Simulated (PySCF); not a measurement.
**Atomic charges by several schemes**

C₄H₄ClF.
Z-matrix (Å and degrees, PBE0-D3(BJ)/def2-SVP geometry), rows numbered from 1:
```
F 
C   1  1.3675
C   2  1.5068  1  116.32
C   3  1.3411  2   91.24  1   120.44
Cl  4  1.7053  3  133.62  2   173.80
C   4  1.5032  3   96.76  2    -3.65
H   2  1.1037  1  107.97  3  -130.88
H   3  1.0897  2  133.74  1   -63.04
H   6  1.1013  2  117.08  1   121.67
H   6  1.0998  2  112.25  1    -7.03
```

Density: PBE0/pcSseg-1 (PySCF); schemes: Mulliken, IAO, Hirshfeld and ESP-fitted. Geometry: PBE0-D3(BJ)/def2-SVP; no solvent, vibrations or thermal averaging.

Problem. At which atom do the 4 schemes differ most?

Solution. At C2: from +0.066 (Hirshfeld) to +0.401 e (ESP-fitted), 0.335 e apart.

Problem. Which atoms carry the highest charge in the Mulliken, IAO, Hirshfeld and ESP-fitted schemes?

Solution. All schemes agree: Mulliken C2 (+0.186); IAO C2 (+0.194); Hirshfeld C2 (+0.066); ESP-fitted C2 (+0.401).

Problem. Tabulate the Mulliken, IAO, Hirshfeld and ESP-fitted charges.

Solution. In e:

```json
{"atom": "F1", "environment": "alkyl fluorine", "Mulliken": "-0.320", "IAO": "-0.316", "Hirshfeld": "-0.122", "ESP-fitted": "-0.271"}
{"atom": "C2", "environment": "sp3 C–F carbon", "Mulliken": "+0.186", "IAO": "+0.194", "Hirshfeld": "+0.066", "ESP-fitted": "+0.401"}
{"atom": "C3", "environment": "alkene CH carbon", "Mulliken": "-0.040", "IAO": "-0.199", "Hirshfeld": "-0.068", "ESP-fitted": "-0.293"}
{"atom": "C4", "environment": "vinylic C–Cl carbon", "Mulliken": "-0.156", "IAO": "-0.010", "Hirshfeld": "+0.020", "ESP-fitted": "+0.079"}
{"atom": "Cl5", "environment": "vinyl chlorine", "Mulliken": "-0.082", "IAO": "+0.004", "Hirshfeld": "-0.024", "ESP-fitted": "-0.064"}
{"atom": "C6", "environment": "allylic carbon", "Mulliken": "-0.097", "IAO": "-0.281", "Hirshfeld": "-0.080", "ESP-fitted": "-0.333"}
{"atom": "H7", "environment": "methine hydrogen", "Mulliken": "+0.118", "IAO": "+0.138", "Hirshfeld": "+0.045", "ESP-fitted": "+0.021"}
{"atom": "H8", "environment": "vinylic hydrogen", "Mulliken": "+0.089", "IAO": "+0.163", "Hirshfeld": "+0.063", "ESP-fitted": "+0.176"}
{"atom": "H9", "environment": "methylene hydrogen", "Mulliken": "+0.144", "IAO": "+0.146", "Hirshfeld": "+0.049", "ESP-fitted": "+0.126"}
{"atom": "H10", "environment": "methylene hydrogen", "Mulliken": "+0.158", "IAO": "+0.161", "Hirshfeld": "+0.051", "ESP-fitted": "+0.157"}
```

Mean size of the charges over all atoms: ESP-fitted 0.192 e, IAO 0.161 e, Mulliken 0.139 e, Hirshfeld 0.059 e. Each set sums to the total charge, 0, to within 0.001 e. The Hirshfeld scheme divides the density at each point in proportion to the densities of the neutral, spherically averaged free atoms.

Problem. How closely do the schemes follow one another over all atoms?

Solution. Correlation coefficient and root-mean-square difference: IAO with Hirshfeld 0.98, 0.124 e; IAO with ESP-fitted 0.92, 0.091 e; Hirshfeld with ESP-fitted 0.92, 0.169 e; Mulliken with IAO 0.85, 0.097 e; Mulliken with Hirshfeld 0.85, 0.108 e; Mulliken with ESP-fitted 0.73, 0.155 e.

Problem. Sum the charges by element, for elements with more than one atom.

Solution. 
| element | atoms | Mulliken | IAO | Hirshfeld | ESP-fitted |
| --- | --- | --- | --- | --- | --- |
| C | 4 | -0.107 | -0.295 | -0.062 | -0.146 |
| H | 4 | +0.509 | +0.607 | +0.208 | +0.480 |
